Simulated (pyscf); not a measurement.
Single points on ωB97X-D3(BJ)/def2-SVP structures (PySCF, gas phase).

### Question
Estimate by transition-state theory the rate constant of H₂N–SiH₂–Cl (SMILES N[SiH2]Cl) + HF (SMILES F) → H₂N–SiH(F)–Cl (SMILES N[SiH](F)Cl) + H₂ (SMILES [H][H]) (singlet surface; H–Si, F–H broken, F–Si, H–H formed) at 1200 K, with ωB97M-D3(BJ)/def2-TZVP energies (ideal gas, 1 atm, RRHO with modes under 100 cm⁻¹ raised to 100, one conformer, R ln 2 for chiral ones without a mode under 150 cm⁻¹; no tunnelling).

### Answer
The electronic barrier is 22.1 kcal/mol and the thermal terms add +41.0, so ΔG‡ = 63.1 kcal/mol. With k_BT/h = 2.50e+13 s⁻¹ and RT = 2.385 kcal/mol, and a volume of 1.64e-19 cm³ per molecule at 1 atm, k = 1.3e-17 cm³ molecule⁻¹ s⁻¹. Wigner's tunnelling factor for 1044i cm⁻¹ would be 1.07. A shift of 1 kcal/mol in the barrier changes k by a factor 1.5. This is the saddle that the search found; another between the same sides may lie lower.
